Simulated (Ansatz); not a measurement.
Ideal-gas functions of C₂HClF₂ (`FC(F)=CCl`) at 298.15 K and 1 bar, from an Ansatz frequency run at PBE0-D4/def2-TZVP.

Molar mass 98.48 g/mol, point group Cs (symmetry number 1), electronic degeneracy 1, moments of inertia 46.797, 221.219, 268.017 u Å². Harmonic wavenumbers (cm⁻¹, unscaled): 196, 242, 440, 589, 618, 782, 865, 1008, 1224, 1373, 1808, 3262.

Use S(trans) = R[1.5 ln M + 2.5 ln T − 1.1517]; rotational temperatures θ = 24.2544 K / I; S(rot) = R[ln(√π/σ · √(T³/θAθBθC)) + 1.5]; for each mode x = 1.438777 ν̃/T, S = R[x/(eˣ − 1) − ln(1 − e⁻ˣ)] and H = RT x/(eˣ − 1); 1 cm⁻¹ = 0.0119627 kJ/mol; R = 8.31446 J/(mol·K).

Task: By hand: the entropy, in J/(mol·K).

Result: Translation 166.1. Rotation: θ = 0.5183, 0.1096, 0.0905 K, giving 110.2. Vibration, mode by mode: 9.08, 7.48, 3.46, 1.96, 1.76, 0.93, 0.67, 0.38, 0.16, 0.08, 0.01, 0.00, in all 26.0. Electronic 0.0. Sum 302.3 J/(mol·K).

Task: By hand: H − E and G − E in kJ/mol, counted from the electronic energy.

Result: Zero-point energy ½ × 12407 × 0.0119627 = 74.2; thermal vibration 4.9; translation, rotation and pV give 4 RT = 9.9. H − E = 89.0 kJ/mol, and G − E = 89.0 − 298.15 × 302.3/1000 = -1.1 kJ/mol.

Vibration gives 9 % of the entropy.
